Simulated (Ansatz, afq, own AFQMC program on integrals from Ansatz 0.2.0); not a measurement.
Where AFQMC and coupled cluster stand for H2F, doublet

```xyz
3

H     0.0000    0.0000   -1.0303
H     0.0000    0.0000   -0.0753
F     0.0000    0.0000    1.1057
```

Basis cc-pVTZ. Only valence electrons are correlated. Integrals, coupled cluster, full CI and functionals: Ansatz 0.2.0; the random walks run on the same integrals in our own AFQMC program. ph-AFQMC/CISD is guided by a CISD state made of CCSD amplitudes; releasing the constraint for a short imaginary time cuts its bias at the price of noise, slowly where states lie close. Error bars are statistical, one sigma.

Determinant: UHF, the one that the program's search chose, which needn't be the lowest solution. The geometry is a point of a scan.

No full CI on the walks' own integrals is used here; CCSDT(Q) serves as the reference and is uncertain by about the last step of the cluster series.

Cautions: unrestricted determinant slightly spin contaminated (⟨S²⟩ 0.81 against 0.75).

* T1 diagnostic: 0.0254
* weight of the determinant in the CISD state: 0.925
* ⟨S²⟩ of the determinant: 0.808
* size of the correlated space: 9 electrons in 57 orbitals

Reference: CCSDT(Q), correlation energy -8.026 eV. The released energy is read at 2.40 1/Eh (meV from the phaseless value at times in 1/Eh: -8 ± 3 at 0.24, -8 ± 4 at 0.51, -8 ± 3 at 0.99, -14 ± 4 at 1.62, -13 ± 5 at 2.40).

| level | E − E(reference) (meV) | share of correlation (%) |
| --- | --- | --- |
| HF | 8025.8 | 0.00 |
| MP2 | 587.9 | 92.68 |
| CCSD | 217.9 | 97.28 |
| CCSD(T) | 20.2 | 99.75 |
| CCSDT | 11.0 | 99.86 |
| ph-AFQMC/CISD | 17.4 ± 3.1 | 99.78 |
| released AFQMC | 4.2 ± 5.4 | 99.95 |

A walk keeps the symmetry of its determinant, which the program's search chose and which needn't be the lowest solution, so a lower state of the same spin and another symmetry isn't excluded. Released energies are given only where the last usable release times agree within the noise; a slower fall can still hide under it.
